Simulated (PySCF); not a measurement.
## C5H7F: full NMR table

| Property | Result |
| --- | --- |
| Formula | C5H7F |
| SMILES | C=CC(=C)CF |
| InChI | InChI=1S/C5H7F/c1-3-5(2)4-6/h3H,1-2,4H2 |
| Degrees of unsaturation | 2 |
| Carbon signals | 5 |
| Proton signals | 6 |

Molfile (atoms numbered from 1):
```
C5H7F
     RDKit          3D

 13 12  0  0  0  0  0  0  0  0999 V2000
    1.8575    0.3989   -0.6943 C   0  0  0  0  0  0  0  0  0  0  0  0
    1.0438   -0.5206   -0.1562 C   0  0  0  0  0  0  0  0  0  0  0  0
   -0.3588   -0.3262    0.2085 C   0  0  0  0  0  0  0  0  0  0  0  0
   -1.0894   -1.3234    0.7296 C   0  0  0  0  0  0  0  0  0  0  0  0
   -0.9623    1.0301   -0.0148 C   0  0  0  0  0  0  0  0  0  0  0  0
   -2.2710    1.0775    0.3778 F   0  0  0  0  0  0  0  0  0  0  0  0
    1.5324    1.4183   -0.9199 H   0  0  0  0  0  0  0  0  0  0  0  0
    2.8961    0.1579   -0.9317 H   0  0  0  0  0  0  0  0  0  0  0  0
    1.4390   -1.5230    0.0425 H   0  0  0  0  0  0  0  0  0  0  0  0
   -2.1358   -1.1702    0.9978 H   0  0  0  0  0  0  0  0  0  0  0  0
   -0.6507   -2.3105    0.8954 H   0  0  0  0  0  0  0  0  0  0  0  0
   -0.9042    1.2991   -1.0852 H   0  0  0  0  0  0  0  0  0  0  0  0
   -0.3965    1.7922    0.5512 H   0  0  0  0  0  0  0  0  0  0  0  0
  1  2  2  0
  2  3  1  0
  3  4  2  0
  3  5  1  0
  5  6  1  0
  1  7  1  0
  1  8  1  0
  2  9  1  0
  4 10  1  0
  4 11  1  0
  5 12  1  0
  5 13  1  0
M  END
```

Theoretical values (PySCF): B3LYP/pcJ-1 coupling constants (spin–dipole term only in couplings to heteroatoms), shielding tensors at PBE0/pcSseg-1 (GIAO), PBE0-D3(BJ)/def2-SVP structure. Relativity neglected, isolated molecule, single conformer, rapidly exchanging positions averaged.

References, each an isolated molecule treated in the same way: TMS for 1H and 13C; 19F against CFCl3.

```tsv
carbon	δC, type	δH (multiplicity, J in Hz)	HMBC from (abs. J ≥ 3 Hz)	span of the C tensor (ppm)
C1	118.4, CH2	H7 5.06 (d, 19.6); H8 5.26 (dt, 12.7, 1.3)	–	209
C2	144.2, CH	6.53 (m)	H10, H11	217
C3	148.9, C	–	H9, H8, H12/H13, H7	230
C4	123.6, CH2	H10 5.86 (dtt, 3.3, 3.0, 1.9); H11 5.49 (m)	H9, H12/H13	206
C5	82.7, CH2	5.10 (dtd, 54.4, 2.9, 1.0)	H9, H10, H11	77
```

Other nuclei:
```json
{"atoms": "F6", "nucleus": "19F", "environment": "fluorine on an sp3 carbon", "δ (ppm)": "-264.1", "σ (ppm)": "441.4"}
```

Selected couplings (Hz, signed; the shortest-range and largest first, 30 at most; isotopes 13C, 19F, 1H): 1J(C5,F6) -239.2, 1J(C4,H10) 173.6, 1J(C1,H8) 172.0, 1J(C4,H11) 168.6, 1J(C2,H9) 163.8, 1J(C1,H7) 163.5, 1J(C5,H12) 154.0, 1J(C3,C4) 78.3, 1J(C1,C2) 74.9, 1J(C2,C3) 58.0, 1J(C3,C5) 48.3, 2J(F6,H12) 54.4, 2J(C3,F6) 12.6, 2J(C2,C5) 7.8, 2J(H10,H11) 2.1, 2J(C2,C4) 1.4, 2J(C1,C3) -1.1, 3J(H7,H9) 19.6, 3J(C4,F6) 16.9, 3J(H8,H9) 12.7, 3J(C1,C4) 7.1, 3J(C1,C5) 4.4, 3J(C2,F6) 2.3, 4J(F6,H11) 8.1, 4J(F6,H9) 4.3, 4J(F6,H10) 3.3, 4J(H10,H12) -3.0, 4J(H11,H12) -2.9, 4J(H9,H12) -1.0.

Carbon types of the structure: 1 × C, 1 × CH, 3 × CH2, which accounts for all hydrogens. δC 148.9: fully substituted alkene carbon; the olefinic region. δC 144.2: alkene CH; as expected for a trigonal carbon in a double bond. δC 123.6, 118.4: terminal =CH2 carbon; an sp2 carbon of a C=C bond. δC 82.7: allylic sp3 CH2 bonded to F; pulled downfield by the heteroatom. δH 5.10: hydrogen on an allylic sp3 CH2 bonded to F; its carbon carries F, an electronegative neighbour.

C–F couplings over four or more bonds (about 3 Hz to the para carbon of a fluoroarene) are left out. Common functionals overestimate the size of one-bond C–F couplings by tens of Hz; these are unscaled. Splittings below 1 Hz are ignored in the labels, and close J values are merged. Unscaled 3J(H,H) at this level run about 10 % above measured values. Shifts are as computed. Against solution values, carbons near 30 ppm lie about +2 ppm off and those near 130 ppm about +5 ppm. Of 1211 compounds with measured shifts, 218 miss one by over three times the rms of a fit or turn the order of signals round; such compounds aren't used in these exercises. Unscaled 19F shifts against computed CFCl3 carry errors that often reach 10 to 50 ppm.
